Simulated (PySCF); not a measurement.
Predicted microwave data (CAM-B3LYP/def2-SVPD in PySCF (dipole) on a GFN2-xTB geometry, gas phase) for one isomer of C3H7Cl:

- Rotational constants: A = 8122, B = 4616, C = 3243 MHz
- Dipole components: |μa| = 2.22 D, |μb| = 0.00 D, |μc| = 0.44 D
- Inertial defect: -15.88 u·Å²
- κ: -0.44

Question: Which candidate fits, each taken in the one conformer that was computed?
A. `CC(C)Cl`
B. `[CH3:1][CH2:2][CH2:3][Cl:4]` with C1–C2–C3–Cl4 180°

Answer: A. It is CC(C)Cl, an asymmetric top, point group Cs. The candidates at the same level (rigid rotor, commonest isotopes):

```
 SMILES  A (MHz)  B (MHz)  C (MHz)  μa (D)  μb (D)  μc (D)  Δ (u·Å²)  point group                        rotor
CC(C)Cl     8122     4616     3243    2.22    0.00    0.44    -15.88           Cs               asymmetric top
  CCCCl    25846     2406     2296    2.18    0.55    0.00     -9.48           Cs  near-prolate asymmetric top
```

`CCCCl` has A 218 % too high. In the right answer the mirror of this Cs structure is the ac plane, so μb vanishes by symmetry. No structure here is proved a minimum.
